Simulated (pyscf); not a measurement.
Thermochemistry of product channels of AsH₃ + silylene (SiH₂) [singlet] on the singlet surface, in kcal/mol, from ωB97M-D3(BJ)/def2-TZVP energies (ideal gas, 1 atm, RRHO with modes under 100 cm⁻¹ raised to 100, one conformer, R ln 2 for rigid chiral ones). PySCF, gas phase, ωB97X-D3(BJ)/def2-SVP geometries.

```tsv
products	ΔE	ΔH(298 K)	ΔG(600 K)	ΔG(1200 K)
:HSi–AsH₂ [singlet] + hydrogen (H₂)	-8.2	-8.5	-7.1	-7.6
H₂Si=AsH + hydrogen (H₂)	?	-24.9	-21.6	?
```

Task: Complete the blanks.

Result: 
- H₂Si=AsH + hydrogen (H₂), ΔE: -25.0
- H₂Si=AsH + hydrogen (H₂), ΔG(1200 K): -20.0

These are energies of the channels, which say nothing of barriers. Elements up to Kr have no core potential and no relativistic terms here.
